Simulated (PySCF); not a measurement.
**FCI/STO-3G run of BN (boron nitride)**

What is the vertical triplet–singlet gap of BN (boron nitride) at FCI/STO-3G? Input form: a Python script.

The results are computed with PySCF 2.14.0.

14 further runs of the same task are left out: 5 that didn't finish, 9 set aside as unsound or not needed.

## Step 1: The molecule

BN: 2 atoms, total charge 0, spin state triplet. As SMILES, `B#N`. The coordinates come from a PBE0-D4/def2-TZVP relaxation.

Bond lengths: B1–N2 1.315 Å.

## Step 2: A single-point energy at FCI/STO-3G

The input, mol.xyz:

```xyz
2
BN
B      0.000000     0.000000    -0.023520
N      0.000000     0.000000     1.291950
```

The input, calc.py:

```python
from pyscf import gto, mcscf

mol = gto.Mole()
mol.atom = 'mol.xyz'
mol.max_memory = 1860
mol.basis = 'sto-3g'
mol.verbose = 4
mol.spin = 2
mol.build()

mf = mol.ROHF()
mf.conv_tol = 1e-10
mf.kernel()
if not mf.converged:
    mf = mf.newton().run(mf.mo_coeff, mf.mo_occ)

cas = mcscf.CASCI(mf, mf.mo_coeff.shape[-1] - 2, (mol.nelec[0] - 2, mol.nelec[1] - 2))  # full CI above the frozen core
cas.fix_spin_(ss=2.0)
cas.kernel()
energy = cas.e_tot
print('Final energy', energy)
```

Command:

```console
$ OMP_NUM_THREADS=1 python calc.py
```

The log of the run:

```text
PySCF version 2.14.0

[INPUT] num. atoms = 2
[INPUT] num. electrons = 12
[INPUT] charge = 0
[INPUT] spin (= nelec alpha-beta = 2S) = 2
[INPUT] symmetry False subgroup None
[INPUT] Mole.unit = angstrom
[INPUT] Symbol           X                Y                Z      unit          X                Y                Z       unit  Magmom
[INPUT]  1 B      0.000000000000   0.000000000000  -0.023520000000 AA    0.000000000000   0.000000000000  -0.044446358450 Bohr   0.0
[INPUT]  2 N      0.000000000000   0.000000000000   1.291950000000 AA    0.000000000000   0.000000000000   2.441431666632 Bohr   0.0

nuclear repulsion = 14.0795323209195
number of shells = 6
number of NR pGTOs = 30
number of NR cGTOs = 10
basis = sto-3g
ecp = {}

******** <class 'pyscf.scf.rohf.ROHF'> ********
method = ROHF
initial guess = minao
damping factor = 0
level_shift factor = 0
DIIS = <class 'pyscf.scf.diis.CDIIS'>
diis_start_cycle = 1
diis_space = 8
diis_damp = 0
SCF conv_tol = 1e-10
SCF conv_tol_grad = None
SCF max_cycles = 50
direct_scf = True
direct_scf_tol = 1e-13
num. doubly occ = 5  num. singly occ = 2
Set gradient conv threshold to 1e-05
init E= -77.8368816738361
  HOMO = -0.0930582314220969  LUMO = 0.283305188959967  gap/eV = 10.24137
cycle= 1 E= -77.883518151963  delta_E= -0.0466  |g|= 0.256  |ddm|= 1.58
  HOMO = -0.0690158047540207  LUMO = 0.328381172681754  gap/eV = 10.81372
cycle= 2 E= -77.8848739625554  delta_E= -0.00136  |g|= 0.264  |ddm|= 0.567
  HOMO = -0.11362268099229  LUMO = 0.337249767445204  gap/eV = 12.26886
cycle= 3 E= -77.9257527151819  delta_E= -0.0409  |g|= 0.0662  |ddm|= 0.361
  HOMO = -0.106899710258049  LUMO = 0.34607123832519  gap/eV = 12.32597
cycle= 4 E= -77.9354604611469  delta_E= -0.00971  |g|= 0.0435  |ddm|= 0.243
  HOMO = -0.109348179839911  LUMO = 0.349543465523726  gap/eV = 12.48708
cycle= 5 E= -77.9386875542658  delta_E= -0.00323  |g|= 0.0145  |ddm|= 0.181
  HOMO = -0.11275065956151  LUMO = 0.349738938523031  gap/eV = 12.58498
cycle= 6 E= -77.9386768935161  delta_E= 1.07e-05  |g|= 0.00736  |ddm|= 0.0389
  HOMO = -0.112624214101034  LUMO = 0.351225724765668  gap/eV = 12.62200
cycle= 7 E= -77.9387980950922  delta_E= -0.000121  |g|= 0.00462  |ddm|= 0.0557
  HOMO = -0.113199011022495  LUMO = 0.350785901770097  gap/eV = 12.62567
cycle= 8 E= -77.9388221094325  delta_E= -2.4e-05  |g|= 0.000403  |ddm|= 0.0168
  HOMO = -0.113216431169227  LUMO = 0.350826326282569  gap/eV = 12.62725
cycle= 9 E= -77.9388224615558  delta_E= -3.52e-07  |g|= 0.000128  |ddm|= 0.00142
  HOMO = -0.113165347483092  LUMO = 0.350886511110963  gap/eV = 12.62749
cycle= 10 E= -77.9388223303435  delta_E= 1.31e-07  |g|= 0.000338  |ddm|= 0.00225
  HOMO = -0.113204679677663  LUMO = 0.350843740769601  gap/eV = 12.62740
cycle= 11 E= -77.9388225237168  delta_E= -1.93e-07  |g|= 1.26e-05  |ddm|= 0.00148
  HOMO = -0.113203550149947  LUMO = 0.350845284133891  gap/eV = 12.62741
cycle= 12 E= -77.9388225240136  delta_E= -2.97e-10  |g|= 3.52e-08  |ddm|= 5.7e-05
  HOMO = -0.113203554234478  LUMO = 0.350845292489905  gap/eV = 12.62741
cycle= 13 E= -77.9388225240136  delta_E=    0  |g|= 1.09e-08  |ddm|= 1.29e-07
  HOMO = -0.113203556061739  LUMO = 0.350845292066635  gap/eV = 12.62741
Extra cycle  E= -77.9388225240137  delta_E= -5.68e-14  |g|= 4.78e-09  |ddm|= 3.12e-08
converged SCF energy = -77.9388225240137

******** <class 'pyscf.mcscf.casci.CASCI'> ********
CAS (5e+3e, 8o), ncore = 2, nvir = 0
natorb = False
canonicalization = True
sorting_mo_energy = False
******** <class 'pyscf.fci.addons.SpinPenaltyFCISolver'> ********
max. cycles = 200
conv_tol = 1e-08
davidson only = True
linear dependence = 1e-12
level shift = 0.001
max iter space = 12
nroots = 1
pspace_size = 400
spin = None
Density matrix diagonal elements [1.9854569  1.94248285 1.90130768 1.01807825 0.97911508 0.10411361
 0.04767374 0.02177188]
CASCI converged
CASCI E = -78.0524635134300  E(CI) = -18.1321096366903  S^2 = 2.0000000
Final energy -78.05246351343004
```

It took 0.76 s on 1 thread of Arm Neoverse V2, shared host; peak memory 0.12 GiB.

## Step 3: The singlet

The input, run.py:

```python
from pyscf import gto, mcscf
from pyscf import fci

mol = gto.M(
    atom='B -0.000000 -0.000000 -0.023520; N 0.000000 0.000000 1.291950',
    charge=0,
    max_memory=1860,
    verbose=3,
    basis='sto-3g',
)

myscf = mol.RHF()
myscf.conv_tol = 1e-10
myscf.kernel()
if not myscf.converged:
    myscf = myscf.newton().run(myscf.mo_coeff, myscf.mo_occ)

cas = mcscf.CASCI(myscf, myscf.mo_coeff.shape[-1] - 2, (mol.nelec[0] - 2, mol.nelec[1] - 2))  # full CI above the frozen core
cas.fcisolver = fci.direct_spin0.FCI(mol)  # even spin states alone
cas.kernel()
print('<S^2> = %.4f' % cas.fcisolver.spin_square(cas.ci, cas.ncas, cas.nelecas)[0])
etot = cas.e_tot
print('E = %.10f Eh' % etot)
```

Command:

```console
$ OMP_NUM_THREADS=1 python run.py
```

The log of the run:

```text
converged SCF energy = -77.8361070836529
CASCI E = -78.0736288325248  E(CI) = -18.1539484788011  S^2 = 0.0000000
<S^2> = 0.0000
E = -78.0736288325 Eh
```

Run time: 0.74 s. Hardware: 1 thread of Arm Neoverse V2, shared host; peak memory 0.12 GiB.

## Step 4: Outcome

Level: FCI/STO-3G, 2 core orbitals frozen.

| quantity | value |
| --- | --- |
| triplet: total energy | -78.05246 Eh |
| triplet: dipole moment (Hartree–Fock density) | 2.26 D |
| triplet: correlation energy (2 core orbitals frozen) | -113.6 mEh |
| singlet: total energy | -78.07363 Eh |
| singlet: dipole moment (Hartree–Fock density) | 3.12 D |
| singlet: HOMO energy (Hartree–Fock orbitals) | -8.79 eV |
| singlet: LUMO energy (Hartree–Fock orbitals) | 1.58 eV |
| singlet: HOMO–LUMO gap (Hartree–Fock orbitals) | 10.37 eV |
| singlet: correlation energy (2 core orbitals frozen) | -237.5 mEh |
| vertical energy of the singlet above the triplet | -0.576 eV |

In words: At this shape the singlet lies 0.58 eV (13.3 kcal/mol) below the triplet. In a minimal basis such a difference can be off by several eV, whatever the method.
